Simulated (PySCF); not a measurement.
## Stretching SF⁺

Set-up: basis S jorge-DZP-DKH, F jorge-DZP-DKH; spin-free X2C with a Gaussian nucleus; PySCF 2.14. Energies in eV from S⁺ + F in their ground configurations at the same level. State: ³Σ⁻ (triplet), unpaired electrons π ↑↑.

All columns are PBE0. A positive dipole points towards F; it is taken about the centre of mass and depends on that origin.

```csv
R (Å),E (eV),μ (D),Mulliken charge on S (basis-dependent),HOMO (eV),LUMO (eV),Mayer bond order,⟨S²⟩
1.334,-1.873,-1.46,0.91,-17.29,-12.24,1.47,2.01
1.396,-2.720,-1.82,0.95,-17.56,-12.52,1.44,2.01
1.458,-3.183,-2.16,0.98,-17.81,-12.77,1.40,2.01
1.504,-3.346,-2.40,1.01,-17.98,-12.94,1.38,2.01
1.551,-3.389,-2.63,1.03,-18.14,-13.10,1.36,2.01
1.597,-3.339,-2.85,1.05,-18.28,-13.25,1.34,2.01
1.660,-3.167,-3.13,1.07,-18.45,-13.42,1.31,2.01
1.737,-2.837,-3.44,1.09,-18.62,-13.61,1.28,2.01
1.830,-2.341,-3.77,1.11,-18.76,-13.78,1.25,2.01
1.954,-1.626,-4.12,1.11,-18.83,-13.90,1.17,2.04
```

A fit through these points gives, at Re = 1.547 Å, μ = -2.62 D and dμ/dR = -4.87 D/Å; the reduced mass is 11.92 u.

How strong is the fundamental in the double-harmonic approximation, I = 42.26·(dμ/dR)²/μred km/mol?

I = 42.26·(-4.87)²/11.92 = 84.1 km/mol at PBE0.

For an ion De counts to the pair picked by the measured ionisation energies or electron affinities, which need not be the lowest pair at this level. The state is the lowest determinant that a PBE0 search found; another state may lie lower at other levels.
